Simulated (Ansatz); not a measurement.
## Breaking a bond in CH4S (methanethiol)

The species is CH4S (6 atoms), meant as a singlet with charge 0. As SMILES, `CS`. Geometry: relaxed at PBE0-D4/def2-TZVP.

```xyz
6

C    -0.1447   -0.2825   -0.3751
S     0.5650    0.0420    1.2537
H    -1.1836    0.0404   -0.4300
H    -0.1094   -1.3634   -0.5119
H     0.4390    0.1865   -1.1662
H     0.4337    1.3771    1.2295
```

The C1–H4 distance is scanned; the parts on either side stay rigid. Basis STO-3G, 6 core orbitals frozen in the correlated methods; program Ansatz 0.2.0. FCI is exact within this basis and core. Energies in eV from each method's value at 1.090 Å; methods without a U are spin-restricted. The shape above is that at 1.090 Å.

**Question.** At 2.73 Å, estimate the order of these methods by their error in the energy rise against FCI, smallest first.
A. HF
B. CCSD(T)
C. CCSDTQ

**Answer.** C (0.00 eV), B (0.03 eV), A (4.93 eV).

```json
{"distance (Å)": "1.085", "HF": "0.01", "CCSD(T)": "0.02", "CCSDTQ": "0.02", "FCI": "0.02"}
{"distance (Å)": "1.090", "HF": "0.00", "CCSD(T)": "0.00", "CCSDTQ": "0.00", "FCI": "0.00"}
{"distance (Å)": "1.357", "HF": "1.19", "CCSD(T)": "0.82", "CCSDTQ": "0.82", "FCI": "0.82"}
{"distance (Å)": "1.363", "HF": "1.20", "CCSD(T)": "0.82", "CCSDTQ": "0.82", "FCI": "0.82"}
{"distance (Å)": "1.628", "HF": "3.35", "CCSD(T)": "2.41", "CCSDTQ": "2.41", "FCI": "2.41"}
{"distance (Å)": "1.635", "HF": "3.37", "CCSD(T)": "2.41", "CCSDTQ": "2.40", "FCI": "2.40"}
{"distance (Å)": "2.171", "HF": "7.55", "CCSD(T)": "4.75", "CCSDTQ": "4.74", "FCI": "4.74"}
{"distance (Å)": "2.180", "HF": "7.55", "CCSD(T)": "4.71", "CCSDTQ": "4.71", "FCI": "4.71"}
{"distance (Å)": "2.713", "HF": "10.35", "CCSD(T)": "5.43", "CCSDTQ": "5.47", "FCI": "5.47"}
{"distance (Å)": "2.725", "HF": "10.33", "CCSD(T)": "5.37", "CCSDTQ": "5.41", "FCI": "5.41"}
```
